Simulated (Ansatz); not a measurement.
F2S2 (`FSSF`), relaxed with RKS PBE-D4/def2-SVP in the Gaussian-basis code of Ansatz from a rough embedded geometry. The force threshold is 0.03 eV/Å; the program also tests the step.

Total charge 0; spin multiplicity 1.

Start:

```xyz
4

F     1.605    0.621   -0.866
S     0.089    1.082   -0.264
S    -0.416   -0.269    1.004
F    -1.277   -1.434    0.125
```

Task: How much energy does the relaxation release, and in how many steps? (An estimate is asked.)

Result: The calculation gave: 0.58 kcal/mol, in 6 steps.

Task: Which bonds change most? (Best estimate.)

Result: The calculation gave: S2–S3 from 1.921 to 1.932 Å; F1–S2 from 1.695 to 1.685 Å; S3–F4 from 1.694 to 1.685 Å.

Task: Give the relaxed structure. (Estimate.)

Result: Computed: 
```xyz
4

F     1.636    0.670   -0.888
S     0.127    1.080   -0.260
S    -0.448   -0.281    0.985
F    -1.316   -1.468    0.163
```
